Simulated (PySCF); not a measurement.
## Ionising NaCl

RHF-CCSD; PySCF, no relativity, basis sets Na 6-31G(d,p), Cl 6-31G(d,p). Neutral (RHF): singlet (closed shell), Re = 2.393 Å, ωe = 367 cm⁻¹, De = 3.70 eV.

NaCl⁺ (UHF): doublet (π ↑), Re = 2.831 Å, ωe = 160 cm⁻¹, De = 0.32 eV to Na⁺ + Cl. The energies at the minima are -621.54556 hartree for NaCl and -621.23849 for NaCl⁺.

Work out the adiabatic ionisation energy, without and with harmonic zero-point energies (1 hartree = 27.2114 eV, 1 eV = 8065.5 cm⁻¹), and the change of the bond length.

At CCSD: 0.30707 hartree = 8.356 eV between the minima; the zero-point term (160.0 − 367.0)/2 cm⁻¹ = -0.013 eV makes it 8.343 eV. Re changes by +43.8 pm against the neutral. The electron leaves a π orbital, and the ion is left as a loose complex of an ion and an atom.

Correlated steps freeze 6 core orbitals. Weak bonds: NaCl⁺. Basis-set superposition, not corrected here, can be much of De in a small basis, most of all at correlated wavefunction levels. For an ion De counts to the pair picked by the measured ionisation energies or electron affinities, which need not be the lowest pair at this level. Where the molecule has an RHF reference, its open-shell atoms are computed with UHF. States were picked by a PBE0 search and need not be the measured ground states.

Neutral and ion stand on different kinds of reference determinant, which adds to the error of the difference.
